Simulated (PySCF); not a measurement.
Molecule: SMILES Cn1nccn1, C3H5N3.

Geometry (Å), atoms numbered from 1 in this order:
```xyz
11

C    -1.746   -0.060   -0.032
N    -0.306   -0.037   -0.037
N     0.410   -1.121    0.167
C     1.666   -0.686    0.127
C     1.640    0.698   -0.104
N     0.369    1.078   -0.200
H    -2.136    0.383    0.896
H    -2.063   -1.106   -0.103
H    -2.123    0.511   -0.890
H     2.505   -1.366    0.257
H     2.453    1.414   -0.206
```

Geometry PBE0-D3(BJ)/def2-SVP throughout; GIAO in PySCF 2.14, gas phase, one conformer, non-relativistic; equivalent atoms averaged; basis pcSseg-2.

For orientation, KT2 gives these absolute shieldings σ: C4/C5 51.4, C1 139.8, N3/N6 -80.2, N2 -2.9, H10/H11 23.78, H7/H8/H9 27.08 ppm.

A run gave: C4/C5 41.2, C1 140.4, N3/N6 -107.1, N2 -15.0, H10/H11 23.72, H7/H8/H9 27.22 ppm (absolute shieldings σ).

Q: Which functional was used in that run?
A. B97-D
B. B3LYP
C. KT3
D. mPW1PW91

A: D. N2 tells them apart best: mPW1PW91 gives -15.0, B3LYP gives -20.8, B97-D gives -9.0, KT3 gives -1.0 ppm.
